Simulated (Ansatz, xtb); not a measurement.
# Relaxing a trial structure of BHSSi

The starting geometry of this gas-phase singlet was built from a drawn formula by distance geometry and a force field; its bonds are those of `B1=[SiH]S1`.

```yaml
atoms:
  - { symbol: B, position_ang: [-3.6023, -1.6006, -2.8091] }
  - { symbol: S, position_ang: [-3.1991, -3.3826, -2.6999] }
  - { symbol: Si, position_ang: [-2.7649, -1.6763, -1.5065] }
  - { symbol: H, position_ang: [-1.8976, -0.5322, -1.1377] }
```

Question: Predict what becomes of its bonds when it is optimised with r2SCAN-D4/def2-SVP.

Answer: A bond breaks, leaving `[SiH]B=S`. Distances that change by over a tenth: B1–S2 (1.83 → 1.63 Å), B1–Si3 (1.55 → 2.00 Å). Contacts that open: S2–Si3 (2.13 → 3.63 Å).

The energy falls by 4.88 eV over 14 steps:

| step | E − E(last) (eV) |
| --- | --- |
| 1 | 4.880 |
| 2 | 3.056 |
| 4 | 0.900 |
| 5 | 0.656 |
| 7 | 0.192 |
| 8 | 0.059 |
| 10 | 0.008 |
| 11 | 0.004 |
| 13 | 0.000 |
| 14 | 0.000 |

Final geometry (Å):

```tsv
atom	x (Å)	y (Å)	z (Å)
B	-3.1955	-2.2913	-2.3907
S	-3.3676	-3.4509	-3.5205
Si	-3.1725	-0.9047	-0.9444
H	-1.7283	-0.5447	-1.2977
```

From the same start GFN2-xTB reaches the same bonding as this run.

No frequencies were run, so the end isn't proven a minimum. Run with Ansatz 0.2.0, 14 s on 1 thread of Intel(R) Xeon(R) 6975P-C (Granite Rapids) (shared host).
